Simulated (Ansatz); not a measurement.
```yaml
crystal:
  periodic: [false, false, false]
  atoms:
    - {symbol: D, position_ang: [-1.116826, 0.521324, 0.493703]}
    - {symbol: C, position_ang: [0.403142, 0.829538, 0.753745]}
    - {symbol: C, position_ang: [1.264913, -0.097540, -0.108163]}
    - {symbol: S, position_ang: [0.207777, -1.280312, -1.176307]}
    - {symbol: C, position_ang: [-1.450701, -0.564094, -0.495796]}
    - {symbol: H, position_ang: [0.838057, 1.665397, 1.513040]}
    - {symbol: H, position_ang: [2.472015, -0.146223, -0.170393]}
    - {symbol: H, position_ang: [-2.515228, -0.991928, -0.872213]}
basis:
  gaussian: {orbitals: ANO-RCC-VTZP}
total_charge: 1
hamiltonian: {xc: {name: PBE}}
output: {forces: true}
```

```sh
$ ansatz run in.yaml --threads 4 --pin off --events-out ev --progress --plain --max-ram 10444MiB
```

Shortened log:

```
Error: YAML parse error: error: line 4 column 16: `D` is not an element symbol (H … Og, case-exact)
 --> <input>:4:16
2 |   periodic: [false, false, false]
3 |   atoms:
4 |     - {symbol: D, position_ang: [-1.116826, 0.521324, 0.493703]}
5 |     - {symbol: C, position_ang: [0.403142, 0.829538, 0.753745]}
6 |     - {symbol: C, position_ang: [1.264913, -0.097540, -0.108163]}
```

What is wrong with this run?

An element symbol is wrong. The program refused the input.
